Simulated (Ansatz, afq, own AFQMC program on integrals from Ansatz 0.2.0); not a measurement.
## N₂, quintet in cc-pVTZ, levels against CCSDT(Q)

```yaml
atoms:
  - { symbol: N, position_ang: [0.0000, 0.0000, 0.0000] }
  - { symbol: N, position_ang: [0.0000, 0.0000, 1.2663] }
```

Basis cc-pVTZ. Only valence electrons are correlated. Ansatz 0.2.0 and our own AFQMC program on the same integrals; the CISD trial comes from CCSD amplitudes, and released means the phaseless constraint is let go. Uncertainties: one standard error, sampling alone.

Determinant: UHF, the one that the program's search chose, which needn't be the lowest solution. The geometry is a PBE0/def2-TZVP stationary point of this or a neighbouring charge and spin state.

No full CI on the walks' own integrals is used here; CCSDT(Q) serves as the reference and is uncertain by about the last step of the cluster series.

Cautions: another spin lies lower.

```
T1 diagnostic                               : 0.0105
weight of the determinant in the CISD state : 0.925
⟨S²⟩ of the determinant                     : 6.032
size of the correlated space                : 10 electrons in 58 orbitals
```

```tsv
level	correlation energy (eV)
MP2	-6.3195
CCSD	-7.1627
CCSD(T)	-7.3525
```

(1) Estimate where phaseless AFQMC with a CISD trial lies against CCSD(T) on the same integrals.

(1) 1.4 ± 0.3 kJ/mol below CCSD(T).

Reference: CCSDT(Q), correlation energy -7.379 eV. The released energy is read at 1.50 1/Eh (meV from the phaseless value at times in 1/Eh: -8.0 ± 1.8 at 0.24, -8.4 ± 2.0 at 0.50, -13.6 ± 2.3 at 1.00, -8 ± 3 at 1.50).

```json
{"level": "CCSD(T)", "E − E(reference) (kJ/mol)": "2.6", "share of correlation (%)": "99.64"}
{"level": "CCSDT", "E − E(reference) (kJ/mol)": "0.5", "share of correlation (%)": "99.93"}
{"level": "ph-AFQMC/CISD", "E − E(reference) (kJ/mol)": "1.2 ± 0.3", "share of correlation (%)": "99.84"}
{"level": "released AFQMC", "E − E(reference) (kJ/mol)": "0.4 ± 0.3", "share of correlation (%)": "99.94"}
```

A walk keeps the symmetry of its determinant, which the program's search chose and which needn't be the lowest solution, so a lower state of the same spin and another symmetry isn't excluded. Released energies are given only where the last usable release times agree within the noise; a slower fall can still hide under it.
